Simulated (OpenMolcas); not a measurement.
**BH2O (SMILES B[O]): methods side by side**

BH2O has 4 atoms, charge 0, and is taken as a doublet. As SMILES, `B[O]`. Geometry: relaxed at PBE0-D4/def2-TZVP.

Each level gives the dipole moment (D). The values are calculated.

```json
{"level": "UHF/def2-TZVPPD", "kind": "Hartree–Fock", "program": "OpenMolcas", "value (D)": "1.00"}
{"level": "USVWN5/def2-TZVPPD", "kind": "LDA", "program": "OpenMolcas", "value (D)": "1.85"}
{"level": "U-revPBE/def2-TZVPPD", "kind": "GGA", "program": "OpenMolcas", "value (D)": "1.60"}
{"level": "UBLYP/def2-TZVPPD", "kind": "GGA", "program": "OpenMolcas", "value (D)": "1.67"}
{"level": "U-r2SCAN/def2-TZVPPD", "kind": "meta-GGA", "program": "OpenMolcas", "value (D)": "1.55"}
{"level": "UM06-L/def2-TZVPPD", "kind": "meta-GGA", "program": "OpenMolcas", "value (D)": "1.43"}
{"level": "UB3LYP/def2-TZVPPD", "kind": "global hybrid", "program": "OpenMolcas", "value (D)": "1.56"}
{"level": "UPBE0/def2-TZVPPD", "kind": "global hybrid", "program": "OpenMolcas", "value (D)": "1.50"}
```

The values span 1.00 to 1.85 D. Magnitudes only: a small dipole may point the other way at some levels.
